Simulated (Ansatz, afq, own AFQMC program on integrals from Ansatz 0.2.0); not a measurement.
Two steps: Ansatz 0.2.0 writes the Fock matrix and Cholesky factors of the valence space, and afq projects on them the lowest state that overlaps trial and start.

```yaml
crystal:
  periodic: [false, false, false]
  atoms:
    - {symbol: Si, position_ang: [-0.008453, 0.075297, -0.109248]}
    - {symbol: H, position_ang: [-0.008453, -1.217850, -0.853980]}
    - {symbol: H, position_ang: [0.691758, -0.558118, 2.420276]}
    - {symbol: H, position_ang: [-0.447774, -0.322115, 1.477806]}
basis:
  gaussian: {orbitals: 6-31G}
total_charge: 1
magnetization: {spin_polarized: true, initial_magnetization: 2}
correlation: {method: ccsd_t, electrons: outside_noble_gas, hamiltonian_folder: ham}
```

```sh
$ ansatz run in.yaml --threads 1 --pin off --events-out ev --progress --plain --max-ram 24576MiB --backend cuda --devices 0, --max-vram 18GiB
```

afq runs on the folder ham with

```
--method phaseless --trial cisd --walkers 4000 --populations 20 --least-time 60 --time-step 0.005 --steps-per-block 50 --equilibration-blocks 40 --max-blocks 4000 --target-error 0.00029 --factor-cut 1e-05 --start spin_pure --seed 2230 --release-times 0.24,0.51,0.99,1.62,2.4 --release-step 0.03 --release-every 3 --taylor-order 6
```

Times are imaginary, in 1/Eh. The walk had a cap of 122 s. With eight or more populations the least sampling time is a fifth of least-time, and the error comes from their spread.

```
orbitals 14  electrons 4 2  factors 80 of 236
reference energy -290.14673647 Eh
CCSD correlation -0.05747508 Eh in 14 cycles, weight of the determinant in the CISD state 0.9268
energy of the start -290.204153 Eh
 block  time / (1/Eh)  mean weight  energy / Eh
     1     0.250  1.0000  -290.204015
     2     0.500  0.9999  -290.204077
     3     0.750  1.0000  -290.204215
     4     1.000  1.0000  -290.204383
     5     1.250  1.0001  -290.204591
     7     1.750  1.0000  -290.204871
     9     2.250  1.0000  -290.205096
    11     2.750  1.0000  -290.205152
    15     3.750  1.0001  -290.205358
    19     4.750  1.0000  -290.205429
    23     5.750  1.0000  -290.205450
    27     6.750  1.0000  -290.205529
    31     7.750  1.0000  -290.205513
    35     8.750  0.9999  -290.205622
    39     9.750  1.0000  -290.205588
    43    10.750  1.0000  -290.205640
    47    11.750  0.9999  -290.205650
    51    12.750  1.0000  -290.205771
    55    13.750  0.9999  -290.205788
    59    14.750  0.9999  -290.205825
    63    15.750  1.0000  -290.205738
    67    16.750  1.0001  -290.205303
    71    17.750  1.0000  -290.205663
    75    18.750  1.0002  -290.205511
    79    19.750  0.9999  -290.205623
    83    20.750  1.0000  -290.206033
    87    21.750  0.9999  -290.205614
    89    22.250  1.0000  -290.205617
error from the spread of 20 populations
released: time / (1/Eh)  energy / Eh  error  mean overlap
  0.24  -290.205732  0.000039  0.9996
  0.51  -290.205797  0.000035  0.9989
  0.99  -290.205922  0.000073  0.9994
  1.62  -290.205909  0.000028  1.0002
  2.40  -290.205971  0.000035  1.0026
energy -290.205695 +/- 0.000039 Eh
(rows thinned)
```

Q: Estimate how long the walk took on 1 × NVIDIA H100 80GB HBM3 with 2 threads of AMD EPYC 7R13 Processor (Zen 3), on a shared host (the card was shared).

A: 28 s of wall time.

The run passed its tests (sampling time, drift between the halves within three errors, error under three times the target), which doesn't prove that it has relaxed.

Against this walk (error 1.1 meV) on the same determinant: CCSD(T) 13.7 meV higher, CCSDT(Q) 10.6 meV lower, CCSDTQ 10.7 meV lower, full CI 10.7 meV lower. The error is statistical and leaves out the bias of the constraint. Released to 2.40 1/Eh the energy lies 7.5 ± 1.4 meV (both errors) below the phaseless value, which shows part or all of the bias of the constraint, and full CI lies 3.2 meV below the released value. Full CI is exact here, so the walk's 11 meV above it is the walk's own error: the bias of the constraint with this trial.

Cautions: constraint bias not in the error; lower spins were not checked.

CCSDT and higher add their correlation energy to the determinant of the CCSD(T) run, since their own runs factorise the integrals more tightly (a shift of under 2 meV).
